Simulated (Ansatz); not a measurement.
System (SMILES): N#[N+][O-].
Geometry (B3LYP-D3(BJ)/def2-TZVP, fixed):
```xyz
3

N      0.0000     0.0000    -1.1943
N      0.0000     0.0000    -0.0734
O      0.0000     0.0000     1.1093
```

How fast the dipole moment converges with the basis for several methods (Ansatz, a quantum-chemistry and plane-wave program): deviation from each method's own reference, in D. References: HF 0.633 D, the value in aug-pcseg-3; PBE 0.126 D, the value in aug-pcseg-3; PBE0 0.073 D, the value in aug-pcseg-3. Cartesian d functions, on some or all atoms, in 6-31G**; all else is spherical. No added dispersion term, no relativity. 

| basis | functions | HF | PBE | PBE0 |
|---|---|---|---|---|
| STO-3G | 15 | -0.500 | 0.607 | -0.610 |
| 6-31G | 27 | 0.340 | -0.108 | 0.165 |
| 6-31G** | 45 | -0.016 | 0.062 | -0.049 |
| 6-311+G** | 66 | 0.126 | -0.054 | 0.073 |
| aug-pcseg-1 | 69 | -0.006 | 0.004 | -0.006 |
| aug-cc-pVDZ | 69 | 0.009 | -0.009 | 0.009 |
| 6-311++G(2d,2p) | 81 | 0.017 | -0.001 | 0.006 |
| def2-TZVPP | 93 | -0.003 | 0.017 | -0.013 |
| 6-311++G(3df,3pd) | 117 | 0.002 | 0.004 | -0.001 |
| d-aug-cc-pVTZ | 186 | 0.000 | 0.001 | -0.001 |
| aug-cc-pVQZ | 240 | 0.000 | 0.000 | 0.000 |
| aug-pcseg-3 | 255 | 0.000 | 0.000 | 0.000 |

Mean absolute deviation over 6-311+G**, 6-311++G(2d,2p), def2-TZVPP, 6-311++G(3df,3pd), d-aug-cc-pVTZ: PBE 0.015, PBE0 0.019, HF 0.030 D.
